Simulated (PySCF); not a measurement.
PySCF input (CCSD(T)/cc-pVDZ):

```python
from pyscf import gto, scf, mp, cc as ccmod

mol = gto.M(
    atom='''
    C    -0.00973717    0.14109779   -1.26067338
    Si    0.00458397   -0.06712142    0.56953855
    H    -0.92502358    0.27576638   -1.82585964
    H     0.89715728    0.17658197   -1.85330504
    H    -0.01250272    1.24978383    1.26161923
    H    -1.19315147   -0.82096845    1.01280927
    H     1.22776798   -0.78805063    0.99523664
    ''',
    basis='cc-pvdz',
    charge=0,
    spin=1,
    verbose=4,
)

mf = scf.UHF(mol)
mf.conv_tol = 1e-10
mf.max_cycle = 100
mf.kernel()
mo, _, stable, _ = mf.stability(return_status=True)
if not stable:
    mf.kernel(mf.make_rdm1(mo, mf.mo_occ))
mp2 = mp.MP2(mf, frozen=6).run()
cc = ccmod.CCSD(mf, frozen=6)
cc.max_cycle = 100
cc.kernel()
et = cc.ccsd_t()
print(f'E(CCSD(T)) = {cc.e_tot + et:.9f}')
```

End of the output:

```
Extra cycle  E= -329.662064948649  delta_E= -2.1e-12  |g|= 4.92e-07  |ddm|= 1.11e-06
converged SCF energy = -329.662064948649  <S^2> = 0.76077489  2S+1 = 2.010746
uhf_internal: lowest eigs of H = [0.37952439 0.50021531 0.51008288]
<class 'pyscf.scf.uhf.UHF'> wavefunction is stable in the internal stability analysis

******** <class 'pyscf.mp.ump2.UMP2'> ********
nocc = (np.int64(7), np.int64(6)), nmo = (51, 51)
frozen orbitals 6
E(UMP2) = -329.885206250503  E_corr = -0.223141301853878
E(SCS-UMP2) = -329.895618172707  E_corr = -0.23355322405756
E_corr(same-spin) = -0.0394803901927998
E_corr(oppo-spin) = -0.183660911661078

******** <class 'pyscf.cc.uccsd.UCCSD'> ********
CC2 = 0
CCSD nocc = (np.int64(7), np.int64(6)), nmo = (51, 51)
frozen orbitals 6
max_cycle = 100
direct = 0
conv_tol = 1e-07
conv_tol_normt = 1e-06
diis_space = 6
diis_start_cycle = 0
diis_start_energy_diff = 1e+09
Init t2, MP2 energy = -0.223141301812228
Init E_corr(UCCSD) = -0.223141301812511
cycle = 1  E_corr(UCCSD) = -0.255280999218076  dE = -0.0321396974  norm(t1,t2) = 0.0634783
cycle = 2  E_corr(UCCSD) = -0.263033388167061  dE = -0.00775238895  norm(t1,t2) = 0.0218591
cycle = 3  E_corr(UCCSD) = -0.266719524181969  dE = -0.00368613601  norm(t1,t2) = 0.0105212
cycle = 4  E_corr(UCCSD) = -0.266750168609194  dE = -3.06444272e-05  norm(t1,t2) = 0.00308336
cycle = 5  E_corr(UCCSD) = -0.26668362703592  dE = 6.65415733e-05  norm(t1,t2) = 0.00154091
cycle = 6  E_corr(UCCSD) = -0.266710971793495  dE = -2.73447576e-05  norm(t1,t2) = 0.000496738
cycle = 7  E_corr(UCCSD) = -0.26671313131869  dE = -2.1595252e-06  norm(t1,t2) = 0.000157258
cycle = 8  E_corr(UCCSD) = -0.266712828094583  dE = 3.03224107e-07  norm(t1,t2) = 5.63415e-05
cycle = 9  E_corr(UCCSD) = -0.266712633922376  dE = 1.94172207e-07  norm(t1,t2) = 2.42715e-05
cycle = 10  E_corr(UCCSD) = -0.26671222813004  dE = 4.05792336e-07  norm(t1,t2) = 9.40111e-06
cycle = 11  E_corr(UCCSD) = -0.266712044751219  dE = 1.83378821e-07  norm(t1,t2) = 2.9236e-06
cycle = 12  E_corr(UCCSD) = -0.266711985060828  dE = 5.96903912e-08  norm(t1,t2) = 1.12683e-06
cycle = 13  E_corr(UCCSD) = -0.266711973968078  dE = 1.10927496e-08  norm(t1,t2) = 4.76771e-07
UCCSD converged
E(UCCSD) = -329.9287769226175  E_corr = -0.2667119739680784
UCCSD(T) correction = -0.00579999640706569
E(CCSD(T)) = -329.934576919
```

It need not be the lowest isomer of its formula.
